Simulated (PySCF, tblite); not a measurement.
# Complex of alane and dimethyl sulfide

A gas-phase complex of alane and dimethyl sulfide; neutral, singlet. The structure comes from a short search (6 tight-binding starts) and was relaxed by PBE0-D3(BJ)/def2-SVPD; another way of binding may lie lower. No frequency run checks that it is a minimum.

Parts: 1 = alane ([AlH3]), atoms 1–4; 2 = dimethyl sulfide (CSC), atoms 5–13.

Coordinates in Å:
```
Al1     0.179   -0.180   -0.041
H2      1.466    0.723    0.266
H3      0.160   -1.119   -1.338
H4     -1.238    0.342    0.517
C5      0.258   -0.905    3.161
S6      0.512   -1.903    1.678
C7     -1.078   -2.753    1.576
H8      1.145   -0.268    3.274
H9      0.159   -1.557    4.038
H10    -0.631   -0.272    3.039
H11    -1.194   -3.432    2.431
H12    -1.072   -3.332    0.644
H13    -1.894   -2.019    1.545
```

```
 contact  kind (by geometry)  distance (Å)  angle (°)
Al1···S6                bond         2.457          -
```

The parts are joined by the bond Al1–S6, so these are energies of forming such bonds; deforming the relaxed parts to their shape in the adduct costs 3.3 kcal/mol, which the interaction energies leave out.

Interaction energies are complex less parts, with the parts frozen as they stand in it; counterpoise-corrected, in kcal/mol (PySCF).

Q: Give the interaction energy at each level run.

A: 
```csv
level,interaction,superposition error removed
wB97M-D3(BJ)/def2-TZVPD,-25.57,-0.19
PBE0-D3(BJ)/def2-TZVPD,-27.80,-0.16
RI-MP2/def2-TZVPD,-24.68,-1.55
```

Q: What holds them together? Decompose the wB97M-D3(BJ)/def2-TZVPD energy: frozen parts, their antisymmetrised product, then relaxation.

A: electrostatic -41.9, Pauli repulsion +47.8, orbital relaxation -29.0, dispersion correction -2.7 kcal/mol, which sum to the value before the counterpoise correction; the Pauli term holds the exchange-correlation of the frozen density too. Of the attraction, 57 % is electrostatic, 39 % is orbital relaxation, 4 % is dispersion correction.

The parts were also relaxed and run alone, at the levels used for the complex: shieldings by PBE0/pcSseg-2; core levels by delta-SCF with SCAN, pcX-2 on the ionised atom and pcseg-1 elsewhere, spin-free X2C (2p3/2 is the spin-free 2p value less a third of a first-order spin-orbit splitting).

Q: How do these values change when the complex forms?

A: 
| property | alone | in the complex | change |
| --- | --- | --- | --- |
| shielding of Al1 (ppm) | 278.5 | 413.3 | +134.8 |
| shielding of S6 (ppm) | 577.0 | 569.0 | -8.0 |
| Al1 2p3/2 core level (eV) | 81.04 | 78.92 | -2.12 |
| C5 1s core level (eV) | 291.28 | 291.97 | +0.69 |
| S6 2p3/2 core level (eV) | 169.16 | 170.54 | +1.37 |
